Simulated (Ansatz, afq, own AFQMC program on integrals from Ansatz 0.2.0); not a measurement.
BeLi⁻, singlet: AFQMC among the cluster methods

```tsv
atom	x (Å)	y (Å)	z (Å)
Li	0.0000	0.0000	0.0000
Be	0.0000	0.0000	2.6230
```

Basis aug-cc-pVDZ. Noble-gas cores (and the filled d shells of Ga–Kr and In–Xe) are frozen. Integrals, coupled cluster, full CI and functionals: Ansatz 0.2.0; the random walks run on the same integrals in our own AFQMC program. ph-AFQMC/CISD is guided by a CISD state made of CCSD amplitudes; releasing the constraint for a short imaginary time cuts its bias at the price of noise, slowly where states lie close. Error bars are statistical, one sigma.

Determinant: UHF, the one that the program's search chose, which needn't be the lowest solution. The geometry is a point of a scan.

Full CI on the same integrals is exact in this basis and with this determinant's frozen core.

Cautions: strong correlation (T1 0.098, weight of the determinant 0.78, largest double 0.10); unrestricted determinant spin contaminated (⟨S²⟩ 0.94 against 0.00); the released energies are still falling, so no released level is given (meV from the phaseless value at times in 1/Eh: -7 ± 10 at 0.24, -11 ± 9 at 0.51, -10 ± 8 at 0.99, -17 ± 10 at 1.62, -36 ± 9 at 2.40), though the last usable value meets full CI within the noise.

The T1 diagnostic is 0.0975. The weight of the determinant in the CISD state is 0.783, the ⟨S²⟩ of the determinant is 0.940 and the size of the correlated space is 4 electrons in 44 orbitals.

```json
{"level": "MP2", "correlation energy (eV)": "-0.9337"}
{"level": "CCSD", "correlation energy (eV)": "-1.5426"}
{"level": "CCSD(T)", "correlation energy (eV)": "-1.6224"}
```

Question: Estimate where full CI lies against CCSD(T) on the same integrals.

Answer: 10.6 kJ/mol below CCSD(T).

Reference: full CI, correlation energy -1.732 eV. The cautions show a poor starting determinant, so the rows tell how each method copes with it here, and full CI is the sure value.

| level | E − E(reference) (kJ/mol) | share of correlation (%) |
| --- | --- | --- |
| CCSD(T) | 10.6 | 93.67 |
| CCSDT | 1.8 | 98.91 |
| CCSDT(Q) | 0.0 | 99.99 |
| ph-AFQMC/CISD | 2.4 ± 0.8 | 98.55 |

CCSDT and higher add their correlation energy to the determinant of the CCSD(T) run, since their own runs factorise the integrals more tightly (a shift of under 2 meV). A walk keeps the symmetry of its determinant, which the program's search chose and which needn't be the lowest solution, so a lower state of the same spin and another symmetry isn't excluded.
